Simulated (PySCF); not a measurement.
System (SMILES): ClB(Cl)Cl.
Geometry (B3LYP-D3(BJ)/def2-TZVP, fixed):
```xyz
4

B      0.0000     0.0000     0.0000
Cl     0.0051     1.7450    -0.0247
Cl     1.5085    -0.8773    -0.0189
Cl    -1.5136    -0.8677     0.0437
```

Basis-set convergence of the mean static polarisability at HF with PySCF. All functions are spherical. Density fitting with generated auxiliary sets. No added dispersion term, no relativity. Reference: the value in aug-pcseg-2, 51.58 bohr³, itself unsure by roughly 0.1 % (its distance from aug-cc-pV(T+d)Z). Deviations are taken from unrounded values.

```csv
basis,functions,mean static polarisability (bohr³)
def2-SVP,68,33.69
def2-SVPD,101,50.67
pcseg-1,68,38.49
aug-pcseg-1,104,51.14
cc-pV(D+d)Z,83,36.90
aug-cc-pV(D+d)Z,119,50.51
6-311G**,96,38.69
6-311+G**,112,41.78
pcseg-2,132,42.00
aug-pcseg-2,196,51.58
def2-TZVP,142,45.22
def2-TZVPD,175,51.75
cc-pV(T+d)Z,147,44.81
aug-cc-pV(T+d)Z,211,51.64
def2-TZVPP,157,45.30
def2-TZVPPD,190,51.77
def2-QZVPP,267,49.28
def2-QZVPPD,300,51.80
```

What the diffuse functions change, pair by pair:
- def2-SVP to def2-SVPD: 33 more functions, deviation -34.7 to -1.8 %
- pcseg-1 to aug-pcseg-1: 36 more functions, deviation -25.4 to -0.9 %
- cc-pV(D+d)Z to aug-cc-pV(D+d)Z: 36 more functions, deviation -28.5 to -2.1 %
- 6-311G** to 6-311+G**: 16 more functions, deviation -25.0 to -19.0 %
- pcseg-2 to aug-pcseg-2: 64 more functions, deviation -18.6 to 0.0 %
- def2-TZVP to def2-TZVPD: 33 more functions, deviation -12.3 to 0.3 %
- cc-pV(T+d)Z to aug-cc-pV(T+d)Z: 64 more functions, deviation -13.1 to 0.1 %
- def2-TZVPP to def2-TZVPPD: 33 more functions, deviation -12.2 to 0.4 %
- def2-QZVPP to def2-QZVPPD: 33 more functions, deviation -4.5 to 0.4 %

Leaving out the reference's own pair, they bring the value nearer the reference by more than 0.1 % in 8 of 8 pairs.
